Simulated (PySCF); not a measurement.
Molecule: 1,2,4-thiadiazole, C2H2N2S.

Bonds (- single, = double, # triple, : aromatic): C1:N2, N2:C3, C3:S4, S4:N5, N5:C1. C1 carries H6; C3 carries H7.

Frames of a GFN2-xTB Langevin trajectory at 300 K; GIAO PBE0/pcSseg-1 shieldings in PySCF, gas phase, non-relativistic; equivalent atoms averaged within each frame.

δ = σ(ref) − σ, references computed at the same level: TMS for ¹³C (σref 186.93) and ¹H (σref 31.72); NH3 for ¹⁵N (σref 267.73); CS2 for ³³S (σref 503.73). The references are static minima.

Problem. How do the shifts (ppm) fluctuate along the trajectory?

Solution. 
```
         time (fs)     C3     C1     N2     N5   S4     H7    H6
optimised geometry  179.2  165.7  341.6  320.5  433   9.52  8.90
               250  182.6  159.5  351.9  315.2  467  10.04  9.38
               425  181.4  167.9  344.6  298.1  405   9.32  8.84
               625  191.1  161.3  345.5  324.7  440  10.09  9.83
               800  174.5  165.9  345.2  337.4  464   9.81  9.40
              1000  167.4  163.3  336.4  321.3  431   9.03  9.63
    mean of frames  179.4  163.6  344.7  319.4  441   9.66  9.41
standard deviation    8.9    3.4    5.5   14.4   25   0.46  0.37
```

5 frames give an uncertainty of the mean of about the standard deviation over 2.2 at best, since frames this close in time may not be independent; classical motion lacks zero-point vibration, and the reference would need the same averaging.
